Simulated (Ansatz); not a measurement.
`[BH2][AlH2]` + CH₃SH → `BSC` + `[AlH3]` at 500 K and 1 bar (cleavage of the B–Al bond).

Gas-phase electronic energies from Ansatz, PBE0-D4/def2-TZVP geometries. CCSD(T)/CBS adds triple-zeta CCSD(T) − MP2 to the extrapolated MP2 energy (def2 sets, frozen cores). This one scheme is used for every species.

| species | CCSD(T)/CBS energy (Eh) | H − E (kJ/mol) | S (J/(mol·K)) |
| --- | --- | --- | --- |
| `[BH2][AlH2]` | -269.14094 | 113.4 | 300.6 |
| CH₃SH | -438.22835 | 145.1 | 283.7 |
| `BSC` | -463.64092 | 189.0 | 330.9 |
| `[AlH3]` | -243.78045 | 68.7 | 232.2 |

H − E and S are ideal-gas, rigid-rotor, harmonic terms from PBE0-D4/def2-TZVP. 1 Eh = 2625.50 kJ/mol, R = 8.31446 J/(mol·K).

Problem. By hand: ΔE, ΔH, ΔS and ΔG.

Solution. ΔE = (-463.64092) + (-243.78045) − (-269.14094) − (-438.22835) = -0.05208 Eh = -136.7 kJ/mol. Δ(H − E) = 189.0 + 68.7 − 113.4 − 145.1 = -0.8, so ΔH = -137.5 kJ/mol. ΔS = 330.9 + 232.2 − 300.6 − 283.7 = -21.2 J/(mol·K). ΔG = -137.5 − 500 × (-21.2)/1000 = -126.9 kJ/mol.

Problem. By hand: the equilibrium constant, and the temperature at which ΔG would vanish if ΔH and ΔS stayed fixed.

Solution. log₁₀ K = −ΔG/(RT ln 10) = 13.3. ΔG = 0 at ΔH/ΔS = 6486 K, far beyond where these terms or the molecules hold.

ΔH outweighs TΔS. A doubt of 5 kJ/mol in ΔE shifts log₁₀ K by 0.5 here. These are equilibria of isolated gas molecules and say nothing of rates. Largest T1 diagnostic: 0.014 (customary marks: 0.02 for closed shells, 0.045 for open ones).
